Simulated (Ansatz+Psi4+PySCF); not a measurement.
# doublet H4O2(+): levels of theory in one basis

```xyz
6

O     0.1193    0.0000   -1.5000
H    -0.4770    0.7632   -1.5000
H    -0.4770   -0.7632   -1.5000
O    -0.1193    0.0000    1.5000
H     0.4770   -0.7632    1.5000
H     0.4770    0.7632    1.5000
```

Basis set: cc-pVTZ (spherical functions). Left uncorrelated: 2 orbitals. Correlation on ROHF uses semicanonical orbitals with singles. Charge 1, multiplicity 2.

Computed with Ansatz (development build ahead of 0.2.0); each method stands on the lowest determinant of its kind that the runs found.

```json
{"method": "ROHF", "E − E(ROHF) (eV)": "0.00", "<S²> of the determinant": "0.75"}
{"method": "UHF", "E − E(ROHF) (eV)": "-0.15", "<S²> of the determinant": "0.76"}
{"method": "ROHF-MP2", "E − E(ROHF) (eV)": "-12.76", "<S²> of the determinant": "–"}
{"method": "UHF-MP2", "E − E(ROHF) (eV)": "-12.76", "<S²> of the determinant": "0.76"}
```

(1) Is a single determinant a sound starting point here?

Answers

(1) Only with care. Unrestricted orbitals gain 0.15 eV and <S²> is 0.76 against 0.75 for a pure state, but several determinants compete.

Caution: the charge can sit on one fragment and break the point group; the determinant breaks the point group. Caution for ROHF-MP2, UHF-MP2: MP2 on this radical cation hangs on the determinant chosen; another reference gives a lower total.
